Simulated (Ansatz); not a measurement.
One change: `C=CF` becomes `C=CC`.

Ansatz, PBE0-D4/def2-TZVP geometries, multiplicity 1. 

```json
{"property": "HOMO–LUMO gap (B3LYP/def2-TZVPP) / eV", "`C=CF`": "7.50"}
{"property": "vertical ionisation energy (CCSD(T)/CBS(def2)) / eV", "`C=CF`": "10.70"}
{"property": "HOMO–LUMO gap (PBE/def2-TZVPP) / eV", "`C=CF`": "5.70"}
{"property": "size of the dipole moment (B3LYP/def2-TZVPP) / D", "`C=CF`": "1.34"}
{"property": "HOMO–LUMO gap (ωB97M-V/def2-TZVPP) / eV", "`C=CF`": "12.48"}
{"property": "LUMO energy (ωB97M-V/def2-TZVPP) / eV", "`C=CF`": "2.43"}
```

(1) Give the same properties after the change, and the shifts. (An estimate is asked.)

Results:

(1) The calculation gave: 
```csv
property,`C=CC`,shift
HOMO–LUMO gap (B3LYP/def2-TZVPP) / eV,7.35,-0.15
vertical ionisation energy (CCSD(T)/CBS(def2)) / eV,10.08,-0.62
HOMO–LUMO gap (PBE/def2-TZVPP) / eV,5.64,-0.06
size of the dipole moment (B3LYP/def2-TZVPP) / D,0.42,-0.92
HOMO–LUMO gap (ωB97M-V/def2-TZVPP) / eV,12.21,-0.27
LUMO energy (ωB97M-V/def2-TZVPP) / eV,2.57,0.14
```

With PBE0 the HOMO rises by 0.38 eV and the LUMO rises by 0.19 eV, so the gap narrows by about 0.19 eV. PBE moves the HOMO by 0.25 eV and ωB97M-V by 0.41 eV. The zero-point energy changes by 93.3 kJ/mol with +9 modes. Dipoles are sizes alone; their direction can turn.

B3LYP here is the variant with VWN-RPA as its local correlation; programs differ in this.
